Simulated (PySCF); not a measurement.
C5H10.
Cartesian coordinates in Å at the PBE0-D3(BJ)/def2-SVP level; atoms count from 1:
```
atom  x, y, z in Å
C1    -2.0983   -0.5391    0.3984
C2    -1.3837    0.6743   -0.1007
C3    -0.1181    0.7579   -0.5304
C4     0.9026   -0.3359   -0.5986
C5     2.0723   -0.1090    0.3563
H6    -2.9864   -0.7550   -0.2191
H7    -1.4656   -1.4372    0.4026
H8    -2.4664   -0.3820    1.4260
H9    -1.9779    1.5962   -0.1134
H10    0.2366    1.7448   -0.8543
H11    1.2905   -0.3945   -1.6313
H12    0.4399   -1.3137   -0.3941
H13    1.7305   -0.0977    1.4026
H14    2.8327   -0.8984    0.2542
H15    2.5654    0.8567    0.1612
```

Level: CAM-B3LYP/def2-SVPD in PySCF, non-relativistic, on one gas-phase PBE0-D3(BJ)/def2-SVP geometry that isn't relaxed in the solvent. The solvent is an IEF-PCM continuum (cavity from Bondi-type radii × 1.2). The model holds no explicit solvent molecules, cavitation or dispersion.

Gas phase at CAM-B3LYP/def2-SVPD: HOMO -8.25 eV, LUMO 1.39 eV, dipole 0.27 D.

**Question.** What does the continuum do to the energy, the frontier levels and the dipole at CAM-B3LYP/def2-SVPD in cyclohexane and benzene?

**Answer.** 
```tsv
solvent	ε	E(solvent) − E(gas) (kcal/mol)	polarisation term (kcal/mol)	distortion of the solute (kcal/mol)	HOMO (eV)	LUMO (eV)	dipole (D)
cyclohexane	2.017	-0.54	-0.55	0.01	-8.23	1.45	0.32
benzene	2.271	-0.61	-0.64	0.03	-8.23	1.45	0.33
```

The polarisation term is half the interaction of the solute with the surface charges that it induces; the rest is the cost of distorting the solute's density. The sum is the electrostatic part of solvation alone. From cyclohexane to benzene the lowering changes by a factor 1.15, Onsager's factor (ε − 1)/(2ε + 1) by 1.14 and ε itself by 1.1.

**Question.** How does the static polarisability (CAM-B3LYP/def2-SVPD, frozen core, with the continuum's full static response) change?

**Answer.** 
```json
{"medium": "gas", "isotropic (au)": "64.5", "principal values (au)": "52.9, 58.5, 82.0", "⟨r²⟩ of the electrons (bohr²)": "584.6"}
{"medium": "cyclohexane", "isotropic (au)": "72.1", "principal values (au)": "59.2, 65.6, 91.5", "⟨r²⟩ of the electrons (bohr²)": "584.4"}
{"medium": "benzene", "isotropic (au)": "73.3", "principal values (au)": "60.2, 66.7, 92.9", "⟨r²⟩ of the electrons (bohr²)": "584.4"}
```

The isotropic value in benzene is 1.14 times the gas-phase one; no cavity-field correction is applied. ⟨r²⟩ is taken about the centre of nuclear charge.
